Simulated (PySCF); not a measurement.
**NaF: frontier orbitals**

PBE0 at R = 1.927 Å; basis Na def2-TZVP, F def2-TZVP; no relativity; PySCF 2.14. State: ¹Σ⁺ (singlet), closed shell. Only the outer orbitals are listed, counted within each symmetry.

```
orbital  occ.  ε (eV)  on Na (%)   main shells (%)
     1π     2  -31.99        100          100 Na p
     1π     2  -31.99        100          100 Na p
     4σ     2  -31.95         98           98 Na p
     5σ     2  -26.46          3            97 F s
     6σ     2   -6.89          4            96 F p
     2π     2   -6.65          4            96 F p
     2π     2   -6.65          4            96 F p
     7σ     0   -1.45         99  80 Na s, 19 Na p
     3π     0    0.52         99           97 Na p
     3π     0    0.52         99           97 Na p
```

Task: Which are the highest filled and the lowest empty level, where do they sit, and how wide is the gap?

Result: Highest filled 2π at -6.65 eV (in %: 96 F p); lowest empty 7σ at -1.45 eV (in %: 80 Na s, 19 Na p); the gap at PBE0 is 5.20 eV.

```
bond order (Mayer)                              : 0.47
⟨S²⟩                                            : 0.000
charge on Na (Mulliken, basis-dependent)        : 0.75
charge on Na (Löwdin, basis-dependent)          : 0.54
dipole moment (positive dipole means Na(−)F(+)) : -7.91 D
polarisability along the bond                   : 12.8 bohr³
polarisability across the bond                  : 10.0 bohr³
```
